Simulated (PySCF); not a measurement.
## J couplings in Acetamide

Geometry (Å), atoms numbered from 1 in this order:
```xyz
9

C    -1.0433   -0.2296   -0.2729
C     0.1627    0.0839    0.5867
N     1.3321    0.2578   -0.0864
O     0.0874    0.1707    1.7938
H    -1.4449   -1.2056    0.0352
H    -0.8376   -0.2486   -1.3522
H    -1.8212    0.5187   -0.0653
H     2.1639    0.4656    0.4507
H     1.4010    0.1870   -1.0898
```

Method: B3LYP/pcJ-1//PBE0-D3(BJ)/def2-SVP, PySCF 2.14.0 with density-fitted response routines; isolated molecule, single conformer, non-relativistic. Couplings are averaged over pairs made equivalent by symmetry, fast rotation or ring inversion, so a value needn't be that of the named pair in this geometry, while other rotamers aren't included; one pair stands for each set, and the list holds those of at least 0.8 Hz over up to four bonds.

Isotopes: $^{13}$C, $^{1}$H, $^{15}$N, $^{17}$O. Couplings to quadrupolar nuclei such as 17O and 33S are rarely resolved in practice.

```tsv
pair	bonds	J (Hz)
C1, C2	1	55.1
C1, H5	1	?
C2, N3	1	-16.4
C2, O4	1	?
N3, H8	1	-94.9
N3, H9	1	-95.5
C1, N3	2	-13.0
C1, O4	2	-2.9
C2, H5	2	-5.1
C2, H8	2	-0.9
C2, H9	2	?
H5, H6	2	-15.0
H8, H9	2	7.7
C1, H8	3	?
N3, H5	3	-0.8
O4, H5	3	?
O4, H8	3	1.6
```

Q: Estimate the withheld couplings, with signs.

A: 
- $^{1}J$(C1,H5) = 134.6 Hz (bond length 1.099 Å, sp3 carbon)
- $^{1}J$(C2,O4) = 26.5 Hz (bond length 1.213 Å)
- $^{2}J$(C2,H9) = 5.8 Hz (angle at N3 123°)
- $^{3}J$(C1,H8) = 8.1 Hz (dihedral angle 180°)
- $^{3}J$(O4,H5) = -1.5 Hz (mean over equivalent pairs that range from -2.9 to -0.8 Hz in this conformer)
